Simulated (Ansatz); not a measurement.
# GeH$_{4}$⁺, doublet in 6-31G: errors against full CI

Geometry: a PBE0/def2-TZVP stationary point for this spin, not checked as a minimum.

| atom | x (Å) | y (Å) | z (Å) |
| --- | --- | --- | --- |
| Ge | 0.0000 | 0.0000 | 0.0000 |
| H | 0.5613 | 1.0339 | 1.0326 |
| H | -0.5699 | -1.0297 | 1.0321 |
| H | -0.5592 | 1.0308 | -1.0368 |
| H | 0.5678 | -1.0351 | -1.0279 |

Basis 6-31G (Cartesian d functions); Ansatz 0.2.0. Only valence electrons are correlated (noble-gas cores and the filled d shells of p-block atoms frozen), which leaves 7 electrons in 23 orbitals. R marks a restricted (for open shells ROHF) determinant, U an unrestricted one. Active spaces: valence = (7e, 8o) chosen from the atoms' valence shells. No spin–orbit coupling is included, and no scalar relativity.

Full CI is exact within this basis and frozen core; it isn't the basis-set limit. The frozen core follows each run's orbitals, which can shift R against U totals by a few meV for light atoms and by up to 0.1 eV past Ca.

```
UHF ⟨S²⟩                          : 0.790
T1 diagnostic (RCCSD)             : 0.0216
largest doubles amplitude (RCCSD) : 0.070
```

```
                   level  E − E(full CI) (kJ/mol)  share of correlation (%)  wall time
                     RHF                    251.6                      0.00          –
                    RMP2                     80.1                     68.18          –
                   RCCSD                      6.2                     97.55          –
                RCCSD(T)                      1.8                     99.30      2.1 s
                 BCCD(T)                      1.9                     99.24      1.7 s
                  RCCSDT                      0.1                     99.97          –
               RCCSDT(Q)                      0.0                    100.01      5.5 s
  CASSCF (valence space)                     42.4                     83.14          –
  NEVPT2 (valence space)                      9.7                     96.13      3.4 s
  MRCISD (valence space)                      0.7                     99.71          –
MRCISD+Q (valence space)                      0.4                     99.86      4.4 s
```

The correlation energy at full CI, counted from RHF, is -2.608 eV. That run took 36 s on 1 thread of Intel Xeon Platinum 8259CL, shared host over 3,921,185 determinants.

Run but not shown, since their state or frozen core can't be matched to the reference's or they repeat it: UHF, UMP2, UCCSD, UCCSD(T), UCCSDT, UCCSDT(Q).

Times hold each run's SCF and search for its determinant on a shared host, so for small cases they say little of a method's own cost; they ran on 1 thread of Intel Xeon Platinum 8259CL.

The full-CI state has the irrep A1 of C2v, in the program's axes (one component, if the state is degenerate).

Natural occupations of full CI about the gap: 1.972 1.935 1.935 1.016 0.044 0.035 0.024 0.024 0.003 0.003; effectively unpaired electrons, Σ n²(2−n)², 1.05.
